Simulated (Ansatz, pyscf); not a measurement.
silanol (HO–SiH₃) + H atom (H•) → silyl (SiH₃•) + water (H₂O), a substitution at O on the doublet surface: O–Si broken, H–O formed. Optimised with ωB97X-D3(BJ)/def2-SVP in PySCF. Wave-function energies: Ansatz (a first-principles code), frozen core, RHF or UHF references. In kcal/mol, from the separated reactants.

Cost: rough CPU time of the saddle's run relative to CCSD(T)/cc-pV(D+d)Z, from one job on a shared machine, with the HF step and its search for lower states.

```
level                   barrier  reaction energy  cost
----------------------  -------  ---------------  ----
r²SCAN/def2-TZVP          21.69            +1.27     –
ωB97M-D3(BJ)/def2-TZVP    27.91            +4.27     –
CCSD(T)/cc-pV(D+d)Z       26.40            -0.50     1
CCSDT(Q)/cc-pV(D+d)Z          ?                ?    74
CCSD(T)/cc-pV(T+d)Z       29.21            +2.06    10
CCSD(T)/cc-pV(Q+d)Z           ?            +2.40     –
```

Task: Some entries are withheld; supply them.

Result: 
- CCSDT(Q)/cc-pV(D+d)Z, barrier: 25.98
- CCSDT(Q)/cc-pV(D+d)Z, reaction energy: -0.55
- CCSD(T)/cc-pV(Q+d)Z, barrier: 29.66

In cc-pV(D+d)Z, going from CCSD(T) to CCSDT(Q) shifts the barrier by -0.42 and the reaction energy by -0.05 kcal/mol. With HF in the quadruple-zeta basis and the correlation energy extrapolated as X⁻³ from X = 3, 4, CCSD(T) gives 29.67 and +2.71; adding the double-zeta shift gives ΔE‡ = 29.25 and ΔE = +2.66 kcal/mol, without core correlation, relativity or geometry relaxation at these levels. At the saddle there is also a short H–Si contact that neither side keeps. The same reactants have a lower exit, to HO–SiH₂• + H₂ (barrier +4.88 kcal/mol at ωB97M-D3(BJ)/def2-TZVP, against +27.91 kcal/mol here). One saddle was located; it need not be the lowest between these sides. The angle at the attacked O is 49° (front-side attack).
